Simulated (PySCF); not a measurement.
Ligands exchanged one at a time, B Cl-H. Gas-phase values, no solvent. Strings in code marks are SMILES.

The HOMO from two functionals at the same geometries (r2SCAN-D4/def2-TZVP), both in PySCF: PBE-D3(BJ)/def2-TZVP and r2SCAN-D4/def2-TZVP. 

| species | PBE-D3(BJ)/def2-TZVP (eV) |
|---|---|
| 0 of 3 Cl replaced by H (`B(Cl)(Cl)Cl`) | -7.66 |
| 1 of 3 Cl replaced by H (`ClBCl`) | -7.84 |
| 2 of 3 Cl replaced by H (`ClB`) | -7.27 |
| 3 of 3 Cl replaced by H | -8.47 |

Q: What does r2SCAN-D4/def2-TZVP give for each?

A: 
- 0 of 3 Cl replaced by H (`B(Cl)(Cl)Cl`): -8.02
- 1 of 3 Cl replaced by H (`ClBCl`): -8.19
- 2 of 3 Cl replaced by H (`ClB`): -7.58
- 3 of 3 Cl replaced by H: -8.82
Over these rows, drawn at random from the members with no instability flagged (it was tested for open shells, ions and some series alone), PBE minus r2SCAN-D4: mean +0.34 eV, from +0.30 eV to +0.36 eV.
